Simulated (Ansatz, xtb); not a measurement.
## O2P2: which of two structures lies lower

We compare a, a triplet given by its coordinates, with b, `O1P2OP12`, a singlet. Both are isolated molecules in the gas phase, relaxed with PBE0-D4/def2-TZVP.

a (Å):

```tsv
atom	x (Å)	y (Å)	z (Å)
O	-0.0608	-0.8042	0.2749
O	-0.4371	1.4471	-0.0280
P	-0.4115	0.4556	1.3227
P	-0.4366	0.1303	-1.0643
```

Close contacts (Å): O1–P3 1.68, O1–P4 1.68, O2–P3 1.68, O2–P4 1.68, P3–P4 2.41.

b (Å):

```xyz
4

O     0.8247    0.6094    0.5036
O    -1.4347    0.3373    0.7686
P    -0.1052   -0.0970    1.7554
P    -0.2862   -0.4900   -0.1943
```

Task: Estimate E(b) − E(a) at the level CCSD(T)/def2-TZVPP.

Result: Calculated at CCSD(T)/def2-TZVPP: E(b) − E(a) = −7.4 kcal/mol, so structure b lies lower.

How the difference moves with the method:

| level | geometry | E(b) − E(a) (kcal/mol) | departure from the last row (kcal/mol) | job, with rough time for the two |
| --- | --- | --- | --- | --- |
| PBE0-D4/def2-TZVP | PBE0-D4/def2-TZVP | −6.1 | +1.3 | optimisation, 3.8 min |
| HF/def2-TZVPP | PBE0-D4/def2-TZVP | +27.6 | +35.0 | part of the CCSD(T) run |
| MP2/def2-TZVPP | PBE0-D4/def2-TZVP | −11.4 | −4.0 | part of the CCSD(T) run |
| CCSD(T)/def2-TZVPP | PBE0-D4/def2-TZVP | −7.4 |  | single point, 64 s |

HF/def2-TZVPP puts the two in the other order. The largest departure from CCSD(T)/def2-TZVPP is that of HF/def2-TZVPP, 35.0 kcal/mol. Levels run at GFN2-xTB geometries aren't shown.

With harmonic frequencies from PBE0-D4/def2-TZVP (ideal gas, rigid rotor, one conformer each, 298.15 K, 1 atm): the zero-point term adds 0.0 kcal/mol; ΔH is −7.5 and ΔG −6.4 kcal/mol.

The T1 diagnostic of structure b is large, so the coupled-cluster value is less sure. Open shells are spin-unrestricted. The correlated steps freeze 12 core orbitals. ΔG holds the spin degeneracy. Codes used: Ansatz 0.2.0; the last row on 2 threads of Intel(R) Xeon(R) Processor @ 2.50GHz (Skylake/Cascade Lake) on a shared host.
